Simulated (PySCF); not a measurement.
# One shape, several levels: C3H4 (cyclopropene)

Wanted: a comparison of 6 runs (B3LYP/6-31G*, B2PLYP/aug-cc-pVDZ, PBE/aug-cc-pVDZ, PBE0/aug-cc-pVDZ, wB97X/aug-cc-pVDZ, SCS-MP2/aug-cc-pVDZ) of C3H4 (cyclopropene). 

The results are computed with PySCF 2.14.0.

3 further runs of the same task are left out: 3 set aside as unsound or not needed.

## 1. The molecule

The species is C3H4 (7 atoms), meant as a singlet with charge 0. As SMILES, `C1=CC1`. The coordinates come from a PBE0-D4/def2-TZVP relaxation.

Bond lengths: C1–C2 1.287 Å, C1–C3 1.498 Å, C2–C3 1.498 Å, C1–H4 1.076 Å, C2–H5 1.076 Å, C3–H6 1.091 Å, C3–H7 1.091 Å. Some angles: C1–C2–C3 64.6°, C2–C1–C3 64.6°, C1–C3–C2 50.9°, C1–C2–H5 149.8°, C3–C2–H5 145.6°, C2–C1–H4 149.8°, C3–C1–H4 145.6°, C1–C3–H6 119.6°, C1–C3–H7 119.6°, C2–C3–H6 119.6°.

## 2. A single-point energy at B3LYP/6-31G(d) (spherical functions) (run 1)

job.py

```python
# C1=CC1
from pyscf import gto, dft

mol = gto.M(
    atom='''
C     -0.752090    -0.248530    -0.376670
C      0.214970     0.558440    -0.641260
C      0.341100    -0.196810     0.646440
H     -1.695090    -0.691520    -0.647080
H      0.670660     1.282600    -1.294370
H      0.170440     0.318020     1.592540
H      1.050010    -1.022200     0.720390
''',
    basis='6-31g*',
    max_memory=1860,
    verbose=3,
)

myscf = dft.RKS(mol, xc='b3lyp')
myscf.conv_tol = 1e-10
myscf.grids.level = 5
myscf.kernel()
if not myscf.converged:
    myscf = myscf.newton().run(myscf.mo_coeff, myscf.mo_occ)

energy = myscf.e_tot
print('E = %.10f Eh' % energy)
```

On the command line:

```console
$ OMP_NUM_THREADS=1 python job.py
```

The program printed:

```text
converged SCF energy = -116.616588834444
E = -116.6165888344 Eh
```

Wall time 5.4 s (1 thread of Arm Neoverse V2, shared host); peak memory 0.28 GiB.

## 3. A single-point energy at B2PLYP/aug-cc-pVDZ (run 2)

calc.py

```python
from pyscf import gto, dft, mp

mol = gto.M(
    atom='''
C     -0.752090    -0.248530    -0.376670
C      0.214970     0.558440    -0.641260
C      0.341100    -0.196810     0.646440
H     -1.695090    -0.691520    -0.647080
H      0.670660     1.282600    -1.294370
H      0.170440     0.318020     1.592540
H      1.050010    -1.022200     0.720390
''',
    max_memory=1860,
    verbose=3,
    charge=0,
    basis='aug-cc-pvdz',
)

myscf = dft.RKS(mol, xc='0.53*HF + 0.47*B88, 0.73*LYP')
myscf.conv_tol = 1e-10
myscf.grids.level = 5
myscf.kernel()
if not myscf.converged:
    myscf = myscf.newton().run(myscf.mo_coeff, myscf.mo_occ)

pt = mp.MP2(myscf, frozen=3).run()
energy = myscf.e_tot + 0.27 * pt.e_corr
print('PT2 part  %.8f' % (0.27 * pt.e_corr))
print('E(%s) = %.9f' % ('B2PLYP', energy))
```

On the command line:

```console
$ OMP_NUM_THREADS=1 python calc.py
```

The program printed:

```text
converged SCF energy = -116.358948127581
E(RMP2) = -116.86788389891  E_corr = -0.50893577132923
E(SCS-RMP2) = -116.862331672537  E_corr = -0.50338354495657
PT2 part  -0.13741266
E(B2PLYP) = -116.496360786
```

Run time: 14 s. Hardware: 1 thread of Arm Neoverse V2, shared host; peak memory 0.53 GiB.

Runs 3 to 4 aren't shown in full; the table further down has their settings and results.

## 4. The energy at wB97X/aug-cc-pVDZ (run 5)

run.py

```python
# C1=CC1
from pyscf import gto, dft

system = gto.M(
    atom='''
C     -1.421244    -0.469654    -0.711803
C      0.406234     1.055299    -1.211806
C      0.644586    -0.371917     1.221595
H     -3.203256    -1.306783    -1.222804
H      1.267364     2.423763    -2.446005
H      0.322085     0.600971     3.009464
H      1.984231    -1.931678     1.361340
''',
    max_memory=1860,
    verbose=4,
    basis='aug-cc-pvdz',
    spin=0,
    unit='bohr',
    charge=0,
)

mf = dft.RKS(system, xc='wb97x')
mf.conv_tol = 1e-10
mf.grids.level = 5
mf.kernel()
if not mf.converged:
    mf = mf.newton().run(mf.mo_coeff, mf.mo_occ)

etot = mf.e_tot
print('E(%s) = %.9f' % ('WB97X', etot))
```

On the command line:

```console
$ OMP_NUM_THREADS=1 python run.py
```

The program printed:

```text
PySCF version 2.14.0

[INPUT] num. atoms = 7
[INPUT] num. electrons = 22
[INPUT] charge = 0
[INPUT] spin (= nelec alpha-beta = 2S) = 0
[INPUT] symmetry False subgroup None
[INPUT] Mole.unit = bohr
[INPUT] Symbol           X                Y                Z      unit          X                Y                Z       unit  Magmom
[INPUT]  1 C     -0.752089935957  -0.248530193817  -0.376669926264 AA   -1.421244000000  -0.469654000000  -0.711803000000 Bohr   0.0
[INPUT]  2 C      0.214969775101   0.558440181507  -0.641260119256 AA    0.406234000000   1.055299000000  -1.211806000000 Bohr   0.0
[INPUT]  3 C      0.341100221678  -0.196810000754   0.646440234974 AA    0.644586000000  -0.371917000000   1.221595000000 Bohr   0.0
[INPUT]  4 H     -1.695090075943  -0.691519783218  -0.647080010222 AA   -3.203256000000  -1.306783000000  -1.222804000000 Bohr   0.0
[INPUT]  5 H      0.670660146740   1.282600144271  -1.294370103796 AA    1.267364000000   2.423763000000  -2.446005000000 Bohr   0.0
[INPUT]  6 H      0.170440041979   0.318020157624   1.592539765884 AA    0.322085000000   0.600971000000   3.009464000000 Bohr   0.0
[INPUT]  7 H      1.050009826401  -1.022199976436   0.720390104314 AA    1.984231000000  -1.931678000000   1.361340000000 Bohr   0.0

nuclear repulsion = 64.1124884550702
number of shells = 44
number of NR pGTOs = 149
number of NR cGTOs = 105
basis = aug-cc-pvdz
ecp = {}

******** <class 'pyscf.dft.rks.RKS'> ********
method = RKS
initial guess = minao
damping factor = 0
level_shift factor = 0
DIIS = <class 'pyscf.scf.diis.CDIIS'>
diis_start_cycle = 1
diis_space = 8
diis_damp = 0
SCF conv_tol = 1e-10
SCF conv_tol_grad = None
SCF max_cycles = 50
direct_scf = True
direct_scf_tol = 1e-13
XC library pyscf.dft.libxc version 7.0.0
    S. Lehtola, C. Steigemann, M. J.T. Oliveira, and M. A.L. Marques.,  SoftwareX 7, 1–5 (2018)
XC functionals = wb97x
radial grids:
    Treutler-Ahlrichs [JCP 102, 346 (1995); DOI:10.1063/1.469408] (M4) radial grids

becke partition: Becke, JCP 88, 2547 (1988); DOI:10.1063/1.454033
pruning grids: <function nwchem_prune>
grids dens level: 5
symmetrized grids: False
atomic radii adjust function: <function treutler_atomic_radii_adjust>
small_rho_cutoff = 0
Set gradient conv threshold to 1e-05
Initial guess from minao.
tot grids = 223096
init E= -117.164984589595
  HOMO = -0.272759294866982  LUMO = -0.0135253044845096  gap/eV = 7.05412
cycle= 1 E= -116.587024256664  delta_E= 0.578  |g|= 0.171  |ddm|= 4.65
  HOMO = -0.340245428185706  LUMO = 0.0472953262849294  gap/eV = 10.54552
cycle= 2 E= -116.596327192831  delta_E= -0.0093  |g|= 0.0684  |ddm|= 0.536
  HOMO = -0.358294963752647  LUMO = 0.047653005505786  gap/eV = 11.04641
cycle= 3 E= -116.597486947408  delta_E= -0.00116  |g|= 0.0264  |ddm|= 0.124
  HOMO = -0.35336210471745  LUMO = 0.0478757241821732  gap/eV = 10.91824
cycle= 4 E= -116.597683184924  delta_E= -0.000196  |g|= 0.00371  |ddm|= 0.0885
  HOMO = -0.352778178113411  LUMO = 0.0479157565737482  gap/eV = 10.90344
cycle= 5 E= -116.59768789328  delta_E= -4.71e-06  |g|= 0.0015  |ddm|= 0.0169
  HOMO = -0.352964316244491  LUMO = 0.0479064991858809  gap/eV = 10.90825
cycle= 6 E= -116.597688626908  delta_E= -7.34e-07  |g|= 0.000285  |ddm|= 0.00338
  HOMO = -0.352932738145304  LUMO = 0.0479155733372103  gap/eV = 10.90764
cycle= 7 E= -116.597688689674  delta_E= -6.28e-08  |g|= 5.35e-05  |ddm|= 0.00166
  HOMO = -0.352931844341362  LUMO = 0.0479180406899853  gap/eV = 10.90768
cycle= 8 E= -116.597688692601  delta_E= -2.93e-09  |g|= 8.93e-06  |ddm|= 0.000366
  HOMO = -0.352932975231182  LUMO = 0.0479181365626116  gap/eV = 10.90771
cycle= 9 E= -116.597688692677  delta_E= -7.62e-11  |g|= 1.55e-06  |ddm|= 5.4e-05
  HOMO = -0.352933049772681  LUMO = 0.0479182199003252  gap/eV = 10.90772
Extra cycle  E= -116.59768869268  delta_E= -2.27e-12  |g|= 6.12e-07  |ddm|= 9.42e-06
converged SCF energy = -116.59768869268
E(WB97X) = -116.597688693
```

It took 20 s on 1 thread of Arm Neoverse V2, shared host; peak memory 0.53 GiB.

## 5. The energy at SCS-MP2/aug-cc-pVDZ (run 6)

calc.py

```python
from pyscf import gto, mp

molecule = gto.M(
    atom='''
C     -0.752090    -0.248530    -0.376670
C      0.214970     0.558440    -0.641260
C      0.341100    -0.196810     0.646440
H     -1.695090    -0.691520    -0.647080
H      0.670660     1.282600    -1.294370
H      0.170440     0.318020     1.592540
H      1.050010    -1.022200     0.720390
''',
    verbose=4,
    max_memory=1860,
    basis='aug-cc-pvdz',
    charge=0,
    spin=0,
)

myscf = molecule.RHF()
myscf.conv_tol = 1e-10
myscf.kernel()
if not myscf.converged:
    myscf = myscf.newton().run(myscf.mo_coeff, myscf.mo_occ)

pt = mp.MP2(myscf, frozen=3).run()
e_final = myscf.e_tot + 1.2 * pt.e_corr_os + pt.e_corr_ss / 3
print(f'total energy: {e_final:.8f} hartree')
```

On the command line:

```console
$ OMP_NUM_THREADS=1 python calc.py
```

The program printed:

```text
PySCF version 2.14.0

[INPUT] num. atoms = 7
[INPUT] num. electrons = 22
[INPUT] charge = 0
[INPUT] spin (= nelec alpha-beta = 2S) = 0
[INPUT] symmetry False subgroup None
[INPUT] Mole.unit = angstrom
[INPUT] Symbol           X                Y                Z      unit          X                Y                Z       unit  Magmom
[INPUT]  1 C     -0.752090000000  -0.248530000000  -0.376670000000 AA   -1.421244121024  -0.469653633738  -0.711803139340 Bohr   0.0
[INPUT]  2 C      0.214970000000   0.558440000000  -0.641260000000 AA    0.406234424998   1.055298657002  -1.211805774639 Bohr   0.0
[INPUT]  3 C      0.341100000000  -0.196810000000   0.646440000000 AA    0.644585581089  -0.371916998576   1.221594555964 Bohr   0.0
[INPUT]  4 H     -1.695090000000  -0.691520000000  -0.647080000000 AA   -3.203255856489  -1.306783409659  -1.222803980684 Bohr   0.0
[INPUT]  5 H      0.670660000000   1.282600000000  -1.294370000000 AA    1.267363722701   2.423762727367  -2.446004803853 Bohr   0.0
[INPUT]  6 H      0.170440000000   0.318020000000   1.592540000000 AA    0.322084920671   0.600970702134   3.009464442415 Bohr   0.0
[INPUT]  7 H      1.050010000000  -1.022200000000   0.720390000000 AA    1.984231328055  -1.931678044530   1.361339802875 Bohr   0.0

nuclear repulsion = 64.11249374203
number of shells = 44
number of NR pGTOs = 149
number of NR cGTOs = 105
basis = aug-cc-pvdz
ecp = {}

******** <class 'pyscf.scf.hf.RHF'> ********
method = RHF
initial guess = minao
damping factor = 0
level_shift factor = 0
DIIS = <class 'pyscf.scf.diis.CDIIS'>
diis_start_cycle = 1
diis_space = 8
diis_damp = 0
SCF conv_tol = 1e-10
SCF conv_tol_grad = None
SCF max_cycles = 50
direct_scf = True
direct_scf_tol = 1e-13
Set gradient conv threshold to 1e-05
[... 1 set-up line as earlier in the session ...]
init E= -116.593152782819
  HOMO = -0.238495422848922  LUMO = 0.0351109267179854  gap/eV = 7.44521
cycle= 1 E= -115.805881937358  delta_E= 0.787  |g|= 0.274  |ddm|= 4.16
  HOMO = -0.374604701661331  LUMO = 0.0372714201362645  gap/eV = 11.20772
cycle= 2 E= -115.834155279711  delta_E= -0.0283  |g|= 0.0756  |ddm|= 0.766
  HOMO = -0.349418439966559  LUMO = 0.0388049021656416  gap/eV = 10.56410
cycle= 3 E= -115.836299421949  delta_E= -0.00214  |g|= 0.0247  |ddm|= 0.357
  HOMO = -0.358034516816078  LUMO = 0.0386247479922908  gap/eV = 10.79365
cycle= 4 E= -115.836495475331  delta_E= -0.000196  |g|= 0.00324  |ddm|= 0.0439
  HOMO = -0.357504378140336  LUMO = 0.0386220169200149  gap/eV = 10.77915
cycle= 5 E= -115.836501768913  delta_E= -6.29e-06  |g|= 0.000732  |ddm|= 0.0158
  HOMO = -0.35741501404152  LUMO = 0.0386371592015315  gap/eV = 10.77713
cycle= 6 E= -115.836502245777  delta_E= -4.77e-07  |g|= 0.000223  |ddm|= 0.00339
  HOMO = -0.357405391190833  LUMO = 0.0386375682700435  gap/eV = 10.77688
cycle= 7 E= -115.836502282297  delta_E= -3.65e-08  |g|= 8.62e-05  |ddm|= 0.000798
  HOMO = -0.357399763708647  LUMO = 0.0386387897275031  gap/eV = 10.77676
cycle= 8 E= -115.836502286499  delta_E= -4.2e-09  |g|= 1.15e-05  |ddm|= 0.000235
  HOMO = -0.357398795831252  LUMO = 0.0386388245611293  gap/eV = 10.77673
cycle= 9 E= -115.836502286614  delta_E= -1.15e-10  |g|= 2.03e-06  |ddm|= 7.42e-05
  HOMO = -0.35739880599971  LUMO = 0.0386388571813754  gap/eV = 10.77673
cycle= 10 E= -115.836502286617  delta_E= -3.47e-12  |g|= 3.76e-07  |ddm|= 1.49e-05
  HOMO = -0.357398768014498  LUMO = 0.0386388624195986  gap/eV = 10.77673
Extra cycle  E= -115.836502286616  delta_E= 9.09e-13  |g|= 1.43e-07  |ddm|= 1.45e-06
converged SCF energy = -115.836502286616

******** <class 'pyscf.mp.mp2.RMP2'> ********
nocc = 8, nmo = 102
frozen orbitals 3
E(RMP2) = -116.248945414812  E_corr = -0.412443128195913
E(SCS-RMP2) = -116.244930800546  E_corr = -0.408428513929826
E_corr(same-spin) = -0.0998114306599261
E_corr(oppo-spin) = -0.312631697535987
total energy: -116.24493080 hartree
```

Run time: 2.2 s. Hardware: 1 thread of Arm Neoverse V2, shared host; peak memory 0.27 GiB.

## 6. The series

| run | level | frozen core orbitals | integration grid | energy (Eh) | dipole moment (D) of the reference | HOMO energy (eV) | LUMO energy (eV) | wall time |
| --- | --- | --- | --- | --- | --- | --- | --- | --- |
| 1 | B3LYP/6-31G* (spherical functions) | – | 5 | -116.616589 | 0.52 | -6.75 | 0.51 | 5.4 s |
| 2 | B2PLYP/aug-cc-pVDZ | 3 | 5 | -116.496361 | 0.49 | -8.15 | 0.50 | 14 s |
| 3 | PBE/aug-cc-pVDZ | – | 5 | -116.470808 | 0.48 | -6.08 | -1.04 | 14 s |
| 4 | PBE0/aug-cc-pVDZ | – | 5 | -116.485900 | 0.49 | -7.22 | -0.02 | 14 s |
| 5 | wB97X/aug-cc-pVDZ | – | 5 | -116.597689 | 0.49 | -9.60 | 1.30 | 20 s |
| 6 | SCS-MP2/aug-cc-pVDZ | 3 | – | -116.244931 | 0.49 | -9.73 | 1.05 | 2.2 s |

## 7. Outcome

| quantity | value |
| --- | --- |
| run 6: total energy | -116.24493 Eh |
| run 6: dipole moment (Hartree–Fock density) | 0.49 D |
| run 6: HOMO energy (Hartree–Fock orbitals) | -9.73 eV |
| run 6: LUMO energy (Hartree–Fock orbitals) | 1.05 eV |
| run 6: HOMO–LUMO gap (Hartree–Fock orbitals) | 10.78 eV |
| run 6: correlation energy (3 core orbitals frozen) | -408.4 mEh |

In words: Over runs 1, 2, 3, 4, 5 the dipole moment (its size) runs from 0.48 D (PBE/aug-cc-pVDZ) to 0.52 D (B3LYP/6-31G*). The two ends differ in method and basis. Over runs 1, 2, 3, 4, 5 the HOMO–LUMO gap runs from 5.04 eV (PBE/aug-cc-pVDZ) to 10.91 eV (wB97X/aug-cc-pVDZ). Totals of different functionals can't be ranked against each other. All runs together took 69 s, the longest 20 s.
